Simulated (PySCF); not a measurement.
**Molecular orbitals of LiN**

ωB97X-V at R = 1.857 Å; PySCF, spin-free X2C with a Gaussian nucleus, basis sets Li x2c-TZVPPall, N x2c-TZVPPall. State: ³Σ⁻ (triplet), unpaired electrons π ↑↑. Only the outer orbitals are listed, counted within each symmetry.

```tsv
spin	orbital	occ.	ε (eV)	on Li (%)	main shells (%)
α	2σ	1	-57.37	100	100 Li s
α	3σ	1	-21.24	3	97 N s
α	1π	1	-8.82	6	94 N p
α	1π	1	-8.82	6	94 N p
α	4σ	1	-7.96	5	94 N p
α	5σ	0	-0.06	97	72 Li s, 25 Li p
α	2π	0	2.40	100	98 Li p
α	2π	0	2.40	100	98 Li p
β	2σ	1	-57.39	100	100 Li s
β	3σ	1	-17.78	3	96 N s
β	4σ	1	-6.76	8	91 N p
β	5σ	0	-0.02	97	68 Li s, 28 Li p
β	1π	0	1.23	65	65 Li p, 35 N p
β	1π	0	1.23	65	65 Li p, 35 N p
```

Problem. Which are the highest filled and the lowest empty level, where do they sit, and how wide is the gap?

Solution. Highest filled β 4σ at -6.76 eV (in %: 91 N p); lowest empty α 5σ at -0.06 eV (in %: 72 Li s, 25 Li p); the gap at ωB97X-V is 6.70 eV.

```
bond order (Mayer)                              : 0.55
⟨S²⟩                                            : 2.009
charge on Li (Mulliken, basis-dependent)        : 0.70
charge on Li (Löwdin, basis-dependent)          : 0.37
dipole moment (positive dipole means Li(−)N(+)) : -6.89 D
```

The state is the lowest determinant that a PBE0 search found; another state may lie lower at other levels.
